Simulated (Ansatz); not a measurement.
Al2N⁻: single points at one geometry.

```yaml
crystal:
  periodic: [false, false, false]
  atoms:
    - {symbol: Al, position_ang: [1.157215, -1.263612, 0.045817]}
    - {symbol: Al, position_ang: [-1.156924, 1.263837, -0.046895]}
    - {symbol: N, position_ang: [-0.000292, -0.000226, 0.001079]}
basis:
  gaussian: {orbitals: def2-TZVPD, initial_orbitals: start.molden}
total_charge: -1
magnetization: {spin_polarized: true, initial_magnetization: 2}
hamiltonian: {xc: r2scan, dispersion: d4}
scf: {omitted_lower_state_checks: [starts]}
output: {orbitals: {seedname: orbitals}}
```

The file start.molden holds the orbitals of an earlier run on this structure, at another level or in another basis.

```sh
$ ansatz run in.yaml --threads 4 --pin off --events-out ev --progress --plain --max-ram 3916MiB
```

It prints (some lines left out):

```
Functional definition: r2SCAN
707 factors; their error is unknown
mean field evaluation 1: about -14681.5028 eV, gradient 4.2e0 eV
mean field evaluation 2: about -14681.5485 eV, gradient 1.3e-1 eV
mean field evaluation 4: about -14681.5554 eV, gradient 6.3e-2 eV
mean field evaluation 8: about -14681.5563 eV, gradient 2.4e-3 eV
mean field evaluation 16: about -14681.5563 eV, gradient 8.3e-5 eV
mean field -14681.55631006 eV, -539.5372428785 hartree, gradient 9.5e-6 eV, S^2 2.017083; 0 other end points of the search recorded, 0 dependent functions left out
reference -14681.55633261 eV, -539.5372437070 hartree; 18, 16 occupied and 105, 107 virtual orbitals, 707 factors
Total energy: -14681.58148844 eV, -539.5381681668 hartree
Checks for a lower state left out: starts
```

It took 15 s on 4 threads of Arm Neoverse V2 on a shared host.

First input, but with `gaussian: {orbitals: def2-TZVPD}`, `hamiltonian: {xc: pbe0, dispersion: d4}` (abridged; 13 s):

```
Functional definition: PBE0
mean field evaluation 16: about -14675.6586 eV, gradient 8.9e-5 eV
mean field evaluation 32: about -14675.7203 eV, gradient 1.8e-5 eV
mean field -14675.72034675 eV, -539.3227751825 hartree, gradient 7.7e-6 eV, S^2 2.008721; 1 other end points of the search recorded, 0 dependent functions left out
Total energy: -14675.83317624 eV, -539.3269215898 hartree
Checks for a lower state left out: starts
```

The first input with `hamiltonian: {xc: pbe, dispersion: d4}` (abridged; 2.9 s):

```
Functional definition: PBE
mean field -14674.97099476 eV, -539.2952370047 hartree, gradient 6.1e-6 eV, S^2 2.010195
Total energy: -14675.10446704 eV, -539.3001420206 hartree
Checks for a lower state left out: starts
```

Geometry: PBE0-D4/def2-TZVP, that of the neutral doublet.

At r2SCAN-D4/def2-TZVPD, PBE0-D4/def2-TZVPD, PBE-D4/def2-TZVPD the highest occupied level of the charge -1 triplet lies above zero (up to 1.89 eV). Energy differences put its binding near zero (0.04 eV; vertical, against the charge 0 doublet, at PBE-D4/def2-TZVPD), which leaves it undecided. At PBE0-D4/def2-TZVPD a singlet of charge -1 lies 2.35 eV below the triplet at the same geometry. The structure comes from a short search, and lower isomers may exist.
